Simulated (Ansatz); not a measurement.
CH4OSi (`O=C[SiH3]`). The species carries charge 0 and has multiplicity 1.

```xyz
7

O     1.546   -0.626   -1.155
C     0.536   -0.851   -0.538
Si   -0.390    0.573    0.381
H     0.137   -1.892   -0.499
H     0.546    1.162    1.370
H    -0.778    1.590   -0.627
H    -1.598    0.044    1.068
```

Q: List the harmonic frequencies (cm⁻¹, unscaled) at PBE0-D4/def2-TZVP in Ansatz. (Best estimate.)

A: Ansatz gave: 69i, 267, 492, 557, 734, 896, 903, 932, 937, 1391, 1780, 2228, 2245, 2251, 2835.

Q: Is this a minimum?

A: No: 1 imaginary mode, so it is a saddle point.
